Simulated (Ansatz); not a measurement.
Results of PBE-D3(BJ) (Ansatz, a first-principles code, plane waves, PAW) for anatase TiO2 (metastable phase).

Numerical settings: plane-wave cutoff 500 eV, 14×14×14 k mesh, Fermi–Dirac smearing 0.05 eV, no spin polarisation, scalar-relativistic PAW data made under PBE.

Cell (relaxed at this level):

```
CELL_PARAMETERS angstrom
     -1.89369     1.89369     4.78663
      1.89369    -1.89369     4.78663
      1.89369     1.89369    -4.78663
ATOMIC_POSITIONS crystal
  Ti 0.00000 0.00000 0.00000
  Ti 0.75000 0.25000 0.50000
  O  0.95808 0.45808 0.50000
  O  0.20808 0.20808 0.00000
  O  0.79192 0.79192 0.00000
  O  0.54192 0.04192 0.50000
```

Problem. Give the computed band gap.

Solution. 
- band gap = 2.11 eV (on the SCF k mesh)

Measured, for comparison: band gap 3.42 eV (low temperature, zero-point motion not removed, gap of extended states, from the Urbach tail; as tabulated in Kang and Hybertsen (2010), arXiv:1006.4085). Computed (rounded) less measured: band gap -1.31 eV.

The computed numbers hold no vibrational or temperature effects.

Computing time: very roughly 2.6 core-minutes.
